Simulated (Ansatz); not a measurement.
# AlClO (triplet): from Hartree-Fock to the top rungs at a displaced geometry (v2), cc-pVDZ

Aim: climb from Hartree-Fock through coupled cluster for AlClO (triplet) at one geometry and basis, and see what each rung misses.

Method: cc-pVDZ, core rule «outside noble gas», up to 11 orbitals frozen; program: Ansatz 0.2.0, Gaussian basis.

The runs, in order: UHF; CCSD(T) on ROHF; CCSD(T) on UHF; BCCD(T) on ROHF; CISD; CCSDT(Q) on ROHF; CCSDT(Q) on UHF.

36 further runs of the same task are left out: 11 for a known fault of the program, 12 that didn't finish, 13 set aside as unsound or not needed.

## Step 1: What is computed

The geometry is a PBE0/def2-TZVP stationary point (not a proven minimum) with its atoms shifted at random (size 0.100 Å).

3 atoms, charge 0, spin multiplicity 3.

Atoms are counted from 1 here; the program's logs count them from 0.

Bond lengths: Al1–O2 1.772 Å, Al1–Cl3 2.092 Å. Angles: O2–Al1–Cl3 112.6°.

## Step 2: UHF

Contents of in.yaml:

```yaml
crystal:
  periodic: [false, false, false]
  atoms:
    - {symbol: Al, position_ang: [0.073524, -0.608904, 0.621619]}
    - {symbol: O, position_ang: [-0.091351, 0.640118, 1.867895]}
    - {symbol: Cl, position_ang: [-0.014730, 0.174532, -1.316036]}
basis:
  gaussian: {orbitals: cc-pVDZ}
magnetization: {spin_polarized: true, initial_magnetization: 2}
hamiltonian: {xc: hf}
output: {orbitals: {seedname: orbitals}}
```

Run with:

```bash
> ansatz run in.yaml --threads 1 --pin off --events-out ev --progress --plain --max-ram 2393MiB
```

Further steps of the session: CCSD(T) on ROHF; CCSD(T) on UHF; BCCD(T) on ROHF; CISD; CCSDT(Q) on ROHF; CCSDT(Q) on UHF.

**Question.** What will the summary of the whole plan be? Wanted: UCCSDT(Q) below the RHF energy; RMP2 from UCCSDT(Q); UMP2 from UCCSDT(Q); RCCSD from UCCSDT(Q); RCCSD(T) from UCCSDT(Q); UCCSD(T) from UCCSDT(Q); RCCSDT(Q) from UCCSDT(Q); T1 diagnostic.

The runs gave:

```
                         quantity                      value
   UCCSDT(Q) below the RHF energy                 -9.5595 eV
              RMP2 from UCCSDT(Q)                 +977.2 meV
              UMP2 from UCCSDT(Q)                 +972.7 meV
             RCCSD from UCCSDT(Q)                 +251.6 meV
          RCCSD(T) from UCCSDT(Q)                  +51.9 meV
          UCCSD(T) from UCCSDT(Q)                  +51.3 meV
         RCCSDT(Q) from UCCSDT(Q)                   +3.9 meV
levels within 1 kcal/mol (43 meV)  RCCSDT, UCCSDT, RCCSDT(Q)
                    T1 diagnostic                      0.023
```

In words: RCCSD(T) misses by +51.9 meV, 0.5 % of the correlation energy. These misses are within one basis, not against nature; the frozen cores of restricted and unrestricted runs differ, which can shift their rows.
